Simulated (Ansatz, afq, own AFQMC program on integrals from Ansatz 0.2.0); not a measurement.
# BHCl, doublet: AFQMC among the cluster methods

```xyz
3

B    -0.1393   -1.2651    0.2009
Cl   -0.7240   -2.1705   -1.1381
H    -0.3825   -1.5511    1.3484
```

Connectivity, by distances: BH–Cl.

Basis def2-TZVP. Noble-gas cores (and the filled d shells of Ga–Kr and In–Xe) are frozen. Integrals, coupled cluster, full CI and functionals: Ansatz 0.2.0; the random walks run on the same integrals in our own AFQMC program. ph-AFQMC/CISD is guided by a CISD state made of CCSD amplitudes; releasing the constraint for a short imaginary time cuts its bias at the price of noise, slowly where states lie close. Error bars are statistical, one sigma.

Determinant: UHF, the one that the program's search chose, which needn't be the lowest solution. The geometry is a PBE0/def2-SVP stationary point of this or a neighbouring charge and spin state.

No full CI on the walks' own integrals is used here; CCSDT(Q) serves as the reference and is uncertain by about the last step of the cluster series.

- T1 diagnostic: 0.0159
- weight of the determinant in the CISD state: 0.883
- ⟨S²⟩ of the determinant: 0.755
- size of the correlated space: 11 electrons in 68 orbitals

```json
{"level": "MP2", "correlation energy (eV)": "-7.0370"}
{"level": "CCSD", "correlation energy (eV)": "-7.8147"}
{"level": "CCSD(T)", "correlation energy (eV)": "-8.1434"}
```

Task: Estimate where AFQMC with the constraint released lies against CCSD(T) on the same integrals.

Result: 4.5 ± 0.7 kJ/mol below CCSD(T).

Reference: CCSDT(Q), correlation energy -8.186 eV. The released energy is read at 2.40 1/Eh (meV from the phaseless value at times in 1/Eh: -8 ± 4 at 0.24, -9 ± 3 at 0.51, -13 ± 4 at 0.99, -13 ± 5 at 1.62, -18 ± 8 at 2.40).

```
         level  E − E(reference) (kJ/mol)  share of correlation (%)
       CCSD(T)                        4.1                     99.49
         CCSDT                        1.5                     99.81
 ph-AFQMC/CISD                  1.3 ± 0.4                     99.83
released AFQMC                 -0.4 ± 0.7                    100.06
```

A walk keeps the symmetry of its determinant, which the program's search chose and which needn't be the lowest solution, so a lower state of the same spin and another symmetry isn't excluded. Released energies are given only where the last usable release times agree within the noise; a slower fall can still hide under it.
